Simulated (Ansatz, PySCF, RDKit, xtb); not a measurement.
# AlBN: from the formula to a structure, part 2 of 2

Task: start from the formula AlBN (odd number of electrons), draw up candidate structures, narrow them down in stages, and characterise the one that lies lowest at 298.15 K.

xtb, Ansatz and PySCF; isolated molecules. The steps go on from the part before.

## Step 14: The cation at the same geometry (PBE0/def2-TZVPD)

The input, input.yaml:

```yaml
crystal:
  periodic: [false, false, false]
  atoms:
    - {symbol: Al, position_ang: [0.000000, 0.000000, -1.631231]}
    - {symbol: B, position_ang: [0.000000, 0.000000, 1.453257]}
    - {symbol: N, position_ang: [0.000000, 0.000000, 0.177974]}
basis:
  gaussian:
    orbitals: def2-TZVPD
total_charge: 1
hamiltonian:
  xc: {name: PBE0}
```

The run is started by

```console
ansatz run input.yaml --threads 1 --pin off --max-ram 2610MiB --events-out events.jsonl --progress --plain --runs-dir runs
```

Log:

```text
Warning: RAYON_NUM_THREADS=1 ignored (pool sized by the plan → 1); use --threads N
Functional definition: PBE0
  name "PBE0"
  parameter a = 0.25
  parameter kappa = 0.804
  parameter beta = 0.06672455060314922
  exchange = (1 - a)*pbe_x(kappa = kappa, mu = beta*pi^2/3) + a*exact_x
  correlation = pbe_c(beta = beta)
638 factors; their error is unknown
mean field evaluation 1: about -8713.6069 eV, gradient 1.1e2 eV
mean field evaluation 2: about -8490.5782 eV, gradient 2.1e2 eV
mean field evaluation 4: about -8724.6438 eV, gradient 6.7e1 eV
mean field evaluation 8: about -8746.6898 eV, gradient 5.3e0 eV
mean field evaluation 16: about -8746.8356 eV, gradient 1.1e-3 eV
mean field -8746.83557287 eV, -321.4402784848 hartree, gradient 4.8e-5 eV, S^2 0.000000; 0 other end points of the search recorded, 0 dependent functions left out
reference -8746.83560039 eV, -321.4402794963 hartree; 12, 12 occupied and 105, 105 virtual orbitals, 638 factors
Total energy: -8746.83560039 eV, -321.4402794963 hartree
```

It took 1.6 s on 1 thread of Arm Neoverse V2, shared host.

Difference from the parent: 9.64 eV. Only this spin of the product was run; a higher spin can lie lower.

## Step 15: The anion at the same geometry (PBE0/def2-TZVPD)

The input, input.yaml:

```yaml
basis:
  gaussian: {orbitals: def2-TZVPD}
crystal:
  periodic: [false, false, false]
  atoms:
    - {symbol: Al, position_ang: [0.000000, 0.000000, -1.631231]}
    - {symbol: B, position_ang: [0.000000, 0.000000, 1.453257]}
    - {symbol: "N", position_ang: [0.000000, 0.000000, 0.177974]}
total_charge: -1
hamiltonian: {xc: {name: PBE0}}
scf: {lower_state_search: "off"}
```

The run is started by

```console
ansatz run input.yaml --threads 1 --pin off --max-ram 2610MiB --events-out events.jsonl --progress --plain --runs-dir runs
```

Log (excerpt; [...] marks lines left out):

```text
Warning: RAYON_NUM_THREADS=1 ignored (pool sized by the plan → 1); use --threads N
Functional definition: PBE0
  name "PBE0"
[...]
638 factors; their error is unknown
[...]
mean field -8758.43181967 eV, -321.8664326946 hartree, gradient 1.4e-6 eV, S^2 0.000000; 0 other end points of the search recorded, 0 dependent functions left out
reference -8758.43184587 eV, -321.8664336576 hartree; 13, 13 occupied and 104, 104 virtual orbitals, 638 factors
Total energy: -8758.43184587 eV, -321.8664336576 hartree
Checks for a lower state left out: stability, starts, cluster_reference, orbital_swaps, neighbouring_geometries, increment
```

It took 0.86 s on 1 thread of Arm Neoverse V2, shared host.

Parent less the species with the added electron: 1.95 eV.

## Step 16: Polarisability (PBE0/def2-SVPD)

The input, job.py:

```python
# [B]=[N][Al]
import numpy
from pyscf import gto, dft
from pyscf.prop.polarizability import uks

system = gto.M(
    atom='Al 0.000000 0.000000 -1.631231; B 0.000000 0.000000 1.453257; N 0.000000 0.000000 0.177974',
    spin=1,
    max_memory=1860,
    verbose=3,
    basis='def2-svpd',
)

mf = dft.UKS(system, xc='pbe0')
mf = mf.density_fit(auxbasis='def2-universal-jkfit')
mf.grids.level = 3
mf.max_cycle = 100
mf.kernel()
if not mf.converged:
    mf = mf.newton().run(mf.mo_coeff, mf.mo_occ)

e_final = mf.e_tot
print('E(%s) = %.9f' % ('PBE0', e_final))
pol = uks.Polarizability(mf)
alpha = pol.polarizability()
print('isotropic polarizability %.4f bohr^3' % (numpy.trace(alpha) / 3))
alpha_w = pol.polarizability_with_freq(freq=0.0773)
```

The run is started by

```console
OMP_NUM_THREADS=1 python job.py
```

Log:

```text
WARN: HOMO -0.221414214503595 >= LUMO -0.221414214503594

converged SCF energy = -321.626366530785  <S^2> = 0.7652503  2S+1 = 2.0151926
E(PBE0) = -321.626366531
isotropic polarizability 68.3564 bohr^3
```

Wall time 26 s (1 thread of Arm Neoverse V2, shared host); peak memory 0.31 GiB.

## Step 17: The quartet at the same geometry (PBE0/def2-TZVPD)

The input, input.yaml:

```yaml
crystal:
  periodic: [false, false, false]
  atoms:
    - {symbol: Al, position_ang: [0.000000, 0.000000, -1.631231]}
    - {symbol: B, position_ang: [0.000000, 0.000000, 1.453257]}
    - {symbol: N, position_ang: [0.000000, 0.000000, 0.177974]}
basis:
  gaussian: {orbitals: def2-TZVPD}
magnetization: {spin_polarized: true, initial_magnetization: 3}
hamiltonian: {xc: pbe0}
```

The run is started by

```console
ansatz run input.yaml --threads 1 --pin off --max-ram 2610MiB --events-out events.jsonl --progress --plain --runs-dir runs
```

Log:

```text
Warning: RAYON_NUM_THREADS=1 ignored (pool sized by the plan → 1); use --threads N
Functional definition: PBE0
  name "PBE0"
  parameter a = 0.25
  parameter kappa = 0.804
  parameter beta = 0.06672455060314922
  exchange = (1 - a)*pbe_x(kappa = kappa, mu = beta*pi^2/3) + a*exact_x
  correlation = pbe_c(beta = beta)
638 factors; their error is unknown
mean field evaluation 1: about -8738.9642 eV, gradient 5.4e1 eV
mean field evaluation 2: about -8628.8981 eV, gradient 1.1e2 eV
mean field evaluation 4: about -8752.2699 eV, gradient 1.4e1 eV
mean field evaluation 8: about -8753.8130 eV, gradient 5.7e-2 eV
mean field evaluation 16: about -8753.8318 eV, gradient 5.0e-5 eV
mean field -8753.83177148 eV, -321.6973840417 hartree, gradient 1.9e-5 eV, S^2 3.774019; 1 other end points of the search recorded, 0 dependent functions left out
reference -8753.83179948 eV, -321.6973850706 hartree; 14, 11 occupied and 103, 106 virtual orbitals, 638 factors
Total energy: -8753.83179948 eV, -321.6973850706 hartree
```

Wall time 3.6 s (1 thread of Arm Neoverse V2, shared host).

It lies 2.65 eV above the doublet.

## Step 18: Stability of the SCF solution (PBE0/def2-SVP)

The input, input.py:

```python
from pyscf import gto, dft

system = gto.M(
    atom='Al 0.000000 0.000000 -1.631231; B 0.000000 0.000000 1.453257; N 0.000000 0.000000 0.177974',
    max_memory=1860,
    spin=1,
    charge=0,
    basis='def2-svp',
    verbose=3,
)

mf = dft.UKS(system, xc='pbe0')
mf = mf.density_fit(auxbasis='def2-universal-jkfit')
mf.max_cycle = 100
mf.grids.level = 3
mf.kernel()
if not mf.converged:
    mf = mf.newton().run(mf.mo_coeff, mf.mo_occ)

e_final = mf.e_tot
print(f'total energy: {e_final:.8f} hartree')
mo_i, mo_e, stable_i, stable_e = mf.stability(internal=True, external=True, return_status=True)
print('stable: internal', stable_i, 'external', stable_e)
```

The run is started by

```console
OMP_NUM_THREADS=1 python input.py
```

Log:

```text
WARN: HOMO -0.221489695392588 >= LUMO -0.221489695392589

converged SCF energy = -321.620976256375  <S^2> = 0.76527354  2S+1 = 2.0152157
total energy: -321.62097626 hartree
<class 'pyscf.df.df_jk.DFUKS'> wavefunction is stable in the internal stability analysis
<class 'pyscf.df.df_jk.DFUKS'> wavefunction is stable in the real -> complex stability analysis
<class 'pyscf.df.df_jk.DFUKS'> wavefunction has an UHF/UKS -> GHF/GKS instability
stable: internal True external False
```

Wall time 14 s (1 thread of Arm Neoverse V2, shared host).

The stability test raises a flag; for an open shell a flag towards a general spinor solution can be the free rotation of the spin.

## Step 19: What came out

This closing draws on all 2 parts.

| quantity | value |
| --- | --- |
| lowest structure found | [B]=[N][Al], doublet, C∞v |
| funnel | 8 starts, 2 minima at GFN2-xTB, 2 screening runs, 2 relaxed, 1 ranked |
| CPU time of all runs | 6.7 min |
| harmonic wavenumbers, lowest and highest (r2SCAN-D4/def2-SVP) | 159 and 1824 cm⁻¹ |
| rotational constants, same geometry | 0.2051 cm⁻¹ |
| dipole moment (PBE0/def2-TZVPD) | 0.53 D |
| HOMO energy (highest over α and β) (PBE0/def2-TZVPD) | -6.52 eV |
| LUMO energy (lowest over α and β) (PBE0/def2-TZVPD) | -3.48 eV |
| lowest excitation (TD-CAM-B3LYP/def2-SVPD) | 2.53 eV (f = 0.050) |
| vertical ionisation energy (to the singlet cation) | 9.64 eV |
| vertical electron affinity | 1.95 eV |
| vertical quartet less doublet | +2.65 eV |

The search ends on `[B]=[N][Al]`. Only this structure reached the final ranking, so no rival was compared at the last level. The largest share of the time went into recheck (48 %). The stability test raises a flag; for an open shell a flag towards a general spinor solution can be the free rotation of the spin. The search is not exhaustive (a finite list of starts, one conformer a finalist), so a lower isomer can't be ruled out.
